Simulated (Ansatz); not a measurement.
Bond stretch in SMILES C[SiH3] (CH₆Si). The Si1–C5 bond (Si1 also carries H, H, H; C5 carries H, H, H) is stretched with both fragments frozen at the PBE0/def2-TZVP optimised geometry.

Calculation: CCSD(T) on UHF/cc-pVDZ, frozen core (Ansatz, a quantum-chemistry and plane-wave program).

### Question
Relative to R = 1.87 Å, what are the energies at R = 1.66, 1.82, 2.25, 4.57 Å?

### Answer
70.9 kJ/mol at 1.66 Å, 5.3 kJ/mol at 1.82 Å, 65.3 kJ/mol at 2.25 Å, 388.3 kJ/mol at 4.57 Å.

The unrestricted determinant behind UCCSD(T) is spin-contaminated at 2.71 to 5.45 Å (<S²> up to 1.0, against 0.00 for a pure singlet).
